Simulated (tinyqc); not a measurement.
The integration grid: Kohn-Sham PBE on finer and finer grids in the sto-3g basis, for CH2, spin multiplicity 3. Computed by the program tinyqc with PySCF. Self-consistent on each grid; the net force on the molecule should vanish.

Geometry (angstrom):
```
atom       x        y       z
C     0.0000   0.0000  0.0000
H     0.0000   0.9910  0.7000
H     0.0000  -0.9840  0.6950
```

Kohn-Sham energy on Becke grids (radial x angular points per atom):
```
grid       points  residual of the electron count  E (hartree)  E - finest (mhartree)  largest net force without grid terms (hartree/bohr)
10 x 14       416                       -9.39e-03   -38.555911              12.178042                                             2.18e-02
15 x 26      1166                        8.01e-03   -38.573415              -5.325974                                             1.59e-02
20 x 50      2996                       -2.22e-04   -38.568721              -0.632153                                             4.46e-03
30 x 86      7730                        3.60e-04   -38.568231              -0.142341                                             1.07e-03
50 x 194    29084                       -4.63e-06   -38.568085               0.003796                                             7.70e-06
75 x 302    67855                       -1.01e-06   -38.568088               0.000595                                             9.42e-07
120 x 590  212180                        3.25e-09   -38.568089               0.000000                                             2.06e-08
```

What does the comparison show, and why?

The energy is within 0.1 mhartree of the finest grid first at 50 x 194. The error has both signs, since quadrature is not variational. The electron count and the net force are cheap signs of a poor grid.
